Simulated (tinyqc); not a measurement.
Inside a calculation. Method: extended Hueckel theory, for CH4-. The parameters take no account of the charge, which enters only through the electron count, and nothing here shows that the anion is bound. One step of it, computed by the program tinyqc.

Problem. Wolfsberg-Helmholz matrix. H_ij = K' S_ij (H_ii + H_jj)/2 for i != j (the diagonal keeps H_ii), with K' = 1.75.

overlap S:
```
           1C 2s     1C 2px     1C 2py     1C 2pz     2H 1s      3H 1s      4H 1s      5H 1s
1C 2s   1.000000   0.000000   0.000000   0.000000  0.496535   0.496535   0.496535   0.496535
1C 2px  0.000000   1.000000   0.000000   0.000000  0.285201   0.285201  -0.285201  -0.285201
1C 2py  0.000000   0.000000   1.000000   0.000000  0.285201  -0.285201   0.285201  -0.285201
1C 2pz  0.000000   0.000000   0.000000   1.000000  0.285201  -0.285201  -0.285201   0.285201
2H 1s   0.496535   0.285201   0.285201   0.285201  1.000000   0.151183   0.151183   0.151183
3H 1s   0.496535   0.285201  -0.285201  -0.285201  0.151183   1.000000   0.151183   0.151183
4H 1s   0.496535  -0.285201   0.285201  -0.285201  0.151183   0.151183   1.000000   0.151183
5H 1s   0.496535  -0.285201  -0.285201   0.285201  0.151183   0.151183   0.151183   1.000000
```

diagonal H_ii (eV): 1C 2s -21.400000, 1C 2px -11.400000, 1C 2py -11.400000, 1C 2pz -11.400000, 2H 1s -13.600000, 3H 1s -13.600000, 4H 1s -13.600000, 5H 1s -13.600000

K = 1.750000

Give: H.

Solution.

H (eV):
```
           1C 2s    1C 2px    1C 2py    1C 2pz     2H 1s     3H 1s     4H 1s     5H 1s
1C 2s   -21.4000    0.0000    0.0000    0.0000  -15.2064  -15.2064  -15.2064  -15.2064
1C 2px    0.0000  -11.4000    0.0000    0.0000   -6.2388   -6.2388    6.2388    6.2388
1C 2py    0.0000    0.0000  -11.4000    0.0000   -6.2388    6.2388   -6.2388    6.2388
1C 2pz    0.0000    0.0000    0.0000  -11.4000   -6.2388    6.2388    6.2388   -6.2388
2H 1s   -15.2064   -6.2388   -6.2388   -6.2388  -13.6000   -3.5982   -3.5982   -3.5982
3H 1s   -15.2064   -6.2388    6.2388    6.2388   -3.5982  -13.6000   -3.5982   -3.5982
4H 1s   -15.2064    6.2388   -6.2388    6.2388   -3.5982   -3.5982  -13.6000   -3.5982
5H 1s   -15.2064    6.2388    6.2388   -6.2388   -3.5982   -3.5982   -3.5982  -13.6000
```
